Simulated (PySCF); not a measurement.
**Formyl Chloride (CHClO): geometry, spin-spin couplings**

What spin-spin couplings should Formyl Chloride (CHClO) (`O=CCl`) show?

The runs use PySCF 2.14.0, with density-fitted response routines of our own; the level of theory stands in each step. All values are computed, except where a source is named. Atoms are numbered from 0 throughout.

## 1. Starting geometry

4 atoms, charge 0, multiplicity 1; geometry from: GFN2-xTB. The atoms were then displaced at random by about 0.01 Å, so the start is not that level's minimum.

Bonds of the start (Å): O0–C1 1.18, C1–Cl2 1.72, C1–H3 1.09.

## 2. Relaxing the molecule at PBE0-D3(BJ)/def2-SVP

Job settings and geometry (Å):

```
{"job": {"xc": "PBE0", "basis": "def2-SVP", "d3": "d3bj", "grid": 1, "shake": 0.01, "kind": "geom"}, "charge": 0, "multiplicity": 1}
O     -0.839910    -0.987260    -0.002600
C     -0.179820    -0.005990    -0.007960
Cl     1.541490    -0.074380    -0.013790
H     -0.483770     1.042260    -0.008660
```

The run is started by

```bash
$ OMP_NUM_THREADS=1 python probes_run.py task.json out
```

One launch serves the whole session: the jobs run in the order shown.

**Question.** This job is followed by: B3LYP/cc-pVTZ indirect spin-spin coupling, non-relativistic, gas phase; B3LYP/6-31G* indirect spin-spin coupling, non-relativistic, gas phase. What will the session give for the following? point group; rotational constants (main isotopes); largest coupling of the table (B3LYP/cc-pVTZ); range of J(C1,H3), mean over like pairs.

**Answer**, as computed:

| quantity | value |
| --- | --- |
| point group | Cs |
| rotational constants (main isotopes) | 79.16, 6.14, 5.69 GHz |
| largest coupling of the table (B3LYP/cc-pVTZ) | 1J(C,H) C1–H3, 244.2 Hz |
| range of J(C1,H3), mean over like pairs | 244.2 to 247.4 Hz |

**Reading.** Relaxing lowered the energy by 0.046 eV in 6 steps; the close pair that moved most is C1–Cl2, from 1.723 to 1.765 Å. Of the pairs tabulated at B3LYP/cc-pVTZ, C1–H3 couples most strongly (244.2 Hz; Fermi contact 242.9 Hz). The coupling C1–H3, as a mean over pairs of its kind, runs from 244.2 Hz (B3LYP/cc-pVTZ) to 247.4 Hz (B3LYP/6-31G*). Couplings from bases without tight functions are rough.
